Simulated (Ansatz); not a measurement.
`CN(P)C=S`, 11 atoms. Charge 0, multiplicity 1. All runs use 4 threads of an AMD EPYC 9R45 on a shared host. Correlated methods freeze the cores.

Task: Give the basis size and wall time and peak host memory of each of these runs in Ansatz. RKS r2SCAN-D4/def2-TZVPP energy and forces; RKS PBE-QIDH (frozen core)/def2-TZVPP energy; RHF-MP2/def2-QZVPP energy; RKS ωB97M-V/def2-SVP energy; RKS PBE0-D4/def2-TZVP relaxation (7 steps); RKS ωB97M-V/def2-QZVPP energy; RKS PBE0-D4/def2-QZVPP energy; RKS BHLYP-D4/def2-TZVPP energy; RHF-CCSD(T)/def2-SVP energy; RKS CAM-B3LYP-D4/def2-TZVPP energy; RKS PBE0-D4/def2-SVP energy; direct RPA on PBE orbitals/def2-TZVPP energy. (Best estimate.)

Result: Ansatz gave: Other jobs shared the machine, so times are rough.

| level | job | functions | wall time | peak host memory (GiB) |
| --- | --- | --- | --- | --- |
| RKS PBE0-D4/def2-SVP | energy | 108 | 0.45 s | 0.49 |
| RKS BHLYP-D4/def2-TZVPP | energy | 261 | 1.2 s | 0.75 |
| RKS CAM-B3LYP-D4/def2-TZVPP | energy | 261 | 1.4 s | 0.81 |
| RKS ωB97M-V/def2-SVP | energy | 108 | 1.6 s | 0.49 |
| RKS r2SCAN-D4/def2-TZVPP | energy and forces | 261 | 1.7 s | 0.41 |
| RHF-CCSD(T)/def2-SVP | energy | 108 | 1.8 s | 0.5 |
| direct RPA on PBE orbitals/def2-TZVPP | energy | 261 | 1.9 s | 0.67 |
| RKS PBE-QIDH (frozen core)/def2-TZVPP | energy | 261 | 2.4 s | 0.73 |
| RKS PBE0-D4/def2-QZVPP | energy | 491 | 3.3 s | 1.9 |
| RKS ωB97M-V/def2-QZVPP | energy | 491 | 7 s | 2.3 |
| RHF-MP2/def2-QZVPP | energy | 491 | 8.5 s | 3.4 |
| RKS PBE0-D4/def2-TZVP | relaxation (7 steps) | 203 | 10 s | 0.58 |
